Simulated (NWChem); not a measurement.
**BHSCl (SMILES S[B]Cl): name the method**

BHSCl has 4 atoms, charge 0, and is taken as a doublet. SMILES: `S[B]Cl`. The coordinates come from a PBE0-D4/def2-TZVP relaxation.

```xyz
4

S     0.5664   -0.7891    0.5314
B    -0.2996    0.4757   -0.3458
Cl   -2.0141    0.6160   -0.4273
H     1.8029   -0.3629    0.2214
```

A calculation with NWChem 7.3.0 gave:

| Property | Result |
| --- | --- |
| total energy | -877.9680 Eh |
| dipole moment | 2.10 D |
| HOMO energy | -9.80 eV |
| LUMO energy | 1.74 eV |
| ⟨S²⟩ | 0.756 |
| largest force | 1.461 eV/Å |

Which of these levels gave the numbers?
A. B3LYP/6-31G* (spherical functions)
B. B3LYP/6-31G* (Cartesian functions)
C. HF/3-21G
D. HF/STO-3G

C. The others give -872.7039 Eh (HF/STO-3G), -883.8300 Eh (B3LYP/6-31G* (Cartesian functions)), -883.8235 Eh (B3LYP/6-31G* (spherical functions)).
